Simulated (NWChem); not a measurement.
System: Na₂; SMILES [Na][Na]

NWChem input:

```
start job
memory heap 200 mb stack 900 mb global 1100 mb
geometry units angstroms noautoz
  Na     0.000000     0.000000    -1.562476
  Na     0.000000     0.000000     1.562476
end
basis spherical
  * library def2-tzvpd
end
dft
  xc b3lyp
  iterations 150
  mulliken
end
task dft energy
```

The geometry was optimised at PBE0/def2-SVP.

Q: Predict the main results of this run. (B3LYP/def2-TZVPD.) Quantities: energy (Ha); highest occupied level (eV); orbital gap (eV).

A: 
- energy (Ha) = -324.61
- highest occupied level (eV) = -3.54
- orbital gap (eV) = 2.00
